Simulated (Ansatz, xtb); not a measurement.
Relative energy of two isomers of C4H5ClS

Structure a: `S/C=C\C=C\Cl`, a singlet. Structure b: `C=C/C(Cl)=C/S`, a singlet. Both are isolated molecules in the gas phase, relaxed with PBE-D3(BJ)/def2-SVP; the shapes shown needn't be the lowest conformers.

a (Å):

```xyz
11

C     3.1801    0.6459    1.5485
C     2.5345    0.1069    0.4736
C     1.1240   -0.1798    0.3537
C     0.5660   -0.7201   -0.7586
Cl   -1.1252   -1.0627   -0.9006
S     2.5683    1.1654    3.1083
H     1.2548    0.8615    2.9126
H     4.2686    0.8082    1.4923
H     3.1659   -0.1347   -0.3979
H     0.4537    0.0467    1.2003
H     1.1476   -0.9820   -1.6563
```

b (Å):

```xyz
11

C     1.2794    0.6245   -1.5171
C     0.5021    1.5305   -0.8823
C     0.2653    1.6298    0.5485
C    -0.5397    2.5826    1.1058
Cl    1.0650    0.4560    1.5835
S    -0.9363    2.8518    2.7801
H     1.8226   -0.1522   -0.9581
H     1.3866    0.6436   -2.6110
H    -0.0302    2.2974   -1.4717
H    -1.0228    3.2998    0.4231
H    -0.1796    1.8143    3.2487
```

Quicker runs give these differences E(b) − E(a): GFN2-xTB −0.9 kcal/mol; HF/STO-3G −1.9 kcal/mol (at GFN2-xTB geometries); r2SCAN-D4/def2-SVP −2.4 kcal/mol (at GFN2-xTB geometries).

Question: Estimate E(b) − E(a) at the level CCSD(T)/def2-SVP + ΔMP2/def2-TZVPP.

Answer: Calculated at CCSD(T)/def2-SVP + ΔMP2/def2-TZVPP: E(b) − E(a) = −2.5 kcal/mol, so structure b lies lower.

How the difference moves with the method:

```json
{"level": "GFN2-xTB", "geometry": "GFN2-xTB", "E(b) − E(a) (kcal/mol)": "−0.9", "departure from the last row (kcal/mol)": "+1.5", "job, with rough time for the two": "optimisation, 0.38 s"}
{"level": "HF/STO-3G", "geometry": "GFN2-xTB", "E(b) − E(a) (kcal/mol)": "−1.9", "departure from the last row (kcal/mol)": "+0.6", "job, with rough time for the two": "single point, 1 s"}
{"level": "r2SCAN-D4/def2-SVP", "geometry": "GFN2-xTB", "E(b) − E(a) (kcal/mol)": "−2.4", "departure from the last row (kcal/mol)": "+0.1", "job, with rough time for the two": "single point, 6.3 s"}
{"level": "PBE-D3(BJ)/def2-SVP", "geometry": "PBE-D3(BJ)/def2-SVP", "E(b) − E(a) (kcal/mol)": "−2.3", "departure from the last row (kcal/mol)": "+0.2", "job, with rough time for the two": "optimisation, 34 s"}
{"level": "HF/def2-SVP", "geometry": "PBE-D3(BJ)/def2-SVP", "E(b) − E(a) (kcal/mol)": "−0.7", "departure from the last row (kcal/mol)": "+1.8", "job, with rough time for the two": "part of the CCSD(T) run"}
{"level": "MP2/def2-SVP", "geometry": "PBE-D3(BJ)/def2-SVP", "E(b) − E(a) (kcal/mol)": "−3.0", "departure from the last row (kcal/mol)": "−0.5", "job, with rough time for the two": "part of the CCSD(T) run"}
{"level": "CCSD(T)/def2-SVP", "geometry": "PBE-D3(BJ)/def2-SVP", "E(b) − E(a) (kcal/mol)": "−2.4", "departure from the last row (kcal/mol)": "+0.1", "job, with rough time for the two": "single point"}
{"level": "CCSD(T)/def2-SVP + ΔMP2/def2-TZVPP", "geometry": "PBE-D3(BJ)/def2-SVP", "E(b) − E(a) (kcal/mol)": "−2.5", "departure from the last row (kcal/mol)": "", "job, with rough time for the two": "single point, 73 s"}
```

As drawn, both hold the same kinds of bond in the same numbers.

The levels shown agree on the order. The largest departure from CCSD(T)/def2-SVP + ΔMP2/def2-TZVPP is that of HF/def2-SVP, 1.8 kcal/mol. The last row adds to CCSD(T) the change of the MP2 difference between the two basis sets, here −0.1 kcal/mol.

With thermal terms from frequencies at re-optimised GFN2-xTB minima (ideal gas, soft modes damped towards free rotors, one conformer each, 298.15 K, 1 atm): the zero-point term adds −0.1 kcal/mol; ΔH is −2.6 and ΔG −2.1 kcal/mol.

The correlated steps freeze 14 core orbitals. Programs: Ansatz 0.2.0, xtb 6.7.1; the last row on 2 threads of Intel(R) Xeon(R) Platinum 8259CL CPU @ 2.50GHz (Skylake/Cascade Lake) on a shared host.
